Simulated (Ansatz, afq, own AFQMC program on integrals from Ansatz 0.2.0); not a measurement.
## Breaking Ge2–Cl3 in GeH$_{2}$SCl$_{2}$, singlet

```yaml
atoms:
  - { symbol: S, position_ang: [0.0971, 1.3374, -1.1944] }
  - { symbol: Ge, position_ang: [0.2154, -0.2723, 0.3068] }
  - { symbol: Cl, position_ang: [2.1506, -1.1557, 0.0434] }
  - { symbol: Cl, position_ang: [-1.2885, -1.7670, -0.0639] }
  - { symbol: H, position_ang: [-1.1939, 1.6155, -0.9002] }
  - { symbol: H, position_ang: [0.0612, 0.1783, 1.7619] }
```

Products: GeH2SCl (doublet; SH–GeH–Cl) and Cl (doublet), each relaxed with PBE0/def2-SVP like the molecule; electronic energies without zero-point terms. Determinants: RHF, UHF and UHF in that order.

Basis def2-TZVP. Only valence electrons are correlated. AFQMC by an in-house program on the Cholesky factors that Ansatz 0.2.0 writes for its CCSD(T) run. The CISD trial takes its coefficients from CCSD amplitudes. Released means that phaseless walkers are propagated on without the constraint, phases kept. Uncertainties: one standard error, sampling alone. No spin–orbit coupling. The errors of all members are added in quadrature.

No full CI on the walks' own integrals is used here. The released AFQMC energy serves as the reference, which it does only where one determinant dominates, the energy is flat over the last release times and near the phaseless one (40 meV or 2 meV an electron, half that with transition metals). On small molecules, where full CI could be run and the noise was under 10 meV, such values lay within 10 meV of it in 19 cases of 20, a flattering rate, since the rule was set on those same cases; what remains of the bias isn't in the error bar. Each member takes its own surest rung, up to full CI.

Errors are counted within def2-TZVP, not against nature.

Cautions: inner d shell frozen; no relativity below Rb; no spin-orbit coupling; GeH₂SCl₂ (singlet): the released value is read at 0.90 1/Eh with a noise of 23 meV, more than in the cases checked (meV from the phaseless value at times in 1/Eh: -12 ± 13 at 0.21, -19 ± 15 at 0.42, -26 ± 19 at 0.63, -33 ± 23 at 0.90); GeH₂SCl (doublet): the released value is read at 1.50 1/Eh with a noise of 14 meV, more than in the cases checked (meV from the phaseless value at times in 1/Eh: -16 ± 9 at 0.24, -36 ± 7 at 0.51, -30 ± 9 at 0.99, -26 ± 14 at 1.50).

| level | bond energy (kcal/mol) |
| --- | --- |
| MP2 | 99.3 |
| CCSD | 91.5 |

Task: From these cheaper values, estimate the bond energy at the reference level in def2-TZVP.

Result: 93.8 ± 0.6 kcal/mol (AFQMC with the constraint released in def2-TZVP).

| level | bond energy (kcal/mol) | error against released AFQMC (kcal/mol) |
| --- | --- | --- |
| HF | 70.2 | -23.5 ± 0.6 |
| CCSD(T) | 93.7 | -0.1 ± 0.6 |
| ph-AFQMC/CISD | 93.8 ± 0.3 | 0.0 ± 0.7 |

Correlation beyond CCSD(T) changes it by less than twice the noise. The perturbative (T) step is worth +2.2 kcal/mol.

Released energies are given only where the last usable release times agree within the noise; a slower fall can still hide under it.
